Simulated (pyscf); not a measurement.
H₃Si–GeH₃ + hydrogen fluoride (HF) → F–SiH₃ + germane (GeH₄), a four-centre exchange (singlet surface; Ge–Si, F–H broken, F–Si, Ge–H formed). Single points on ωB97X-D3(BJ)/def2-SVP structures (PySCF, gas phase). Correlated levels are frozen-core, on RHF or UHF. ΔMP2 is the change of the MP2 total energy from the triple- to the quadruple-zeta basis. Energies in kJ/mol from the separated reactants.

Small-basis levels: PySCF, no dispersion term, spherical d functions. 

Task: In single points BP86/6-31G*+LANL2DZ puts the saddle at 118.7 kJ/mol and the reaction energy at -132.6 kJ/mol. Should these be trusted to within a few kcal/mol? Compare with CCSD(T)/def2-TZVPP + ΔMP2(QZVPP).

Result: CCSD(T)/def2-TZVPP + ΔMP2(QZVPP) gives ΔE‡ = 163.3 kJ/mol and ΔE = -107.8 kJ/mol. BP86/6-31G*+LANL2DZ lies 44.5 kJ/mol under it in the barrier and 24.7 kJ/mol under it in the reaction energy, so on this step it does not hold to within 12.6 kJ/mol. CCSD(T)/def2-TZVPP + ΔMP2(QZVPP) has limits of its own. One saddle was located; it need not be the lowest between these sides. The CCSD(T) − MP2 part came from Ansatz, without density fitting, on the same reference. The frozen core leaves the outer d or s,p core shells of the metals and heavy elements correlated in the MP2 and CC values, and def2-TZVPP describes them poorly, which can shift differences by a few kcal/mol. In the def2 sets elements up to Kr have no core potential.
